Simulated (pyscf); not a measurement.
Thermochemistry of product channels of `[F][Sn]([F])([F])[F]` + `[OH]` [doublet] on the doublet surface, in kcal/mol, from ωB97M-D3(BJ)/def2-TZVP energies (ideal gas, 1 atm, RRHO with modes under 100 cm⁻¹ raised to 100, one conformer, R ln 2 for chiral ones without a mode under 150 cm⁻¹). Structures and frequencies: ωB97X-D3(BJ)/def2-SVP in PySCF.

```json
[
 {"products": "`[F]` [doublet] + `[OH][Sn]([F])([F])[F]`", "ΔE": "+18.9", "ΔH(298 K)": "+20.4", "ΔG(298 K)": "+19.8", "ΔG(900 K)": "+18.3"},
 {"products": "`[FH]` + `[O][Sn]([F])([F])[F]` [doublet]", "ΔE": "+7.5", "ΔH(298 K)": "+8.0", "ΔG(298 K)": "+6.2", "ΔG(900 K)": "+2.6"},
 {"products": "`[FH]` + `[F][Sn]([F])[F]` [doublet] + `[O]` [triplet]", "ΔE": "+73.3", "ΔH(298 K)": "+72.8", "ΔG(298 K)": "+62.9", "ΔG(900 K)": "+42.9"}
]
```

These are energies of the channels, which say nothing of barriers. Left out: orbital degeneracy and the spin-orbit lowering of F, OH, O. Elements past Kr carry the def2 core potentials, without spin-orbit coupling.
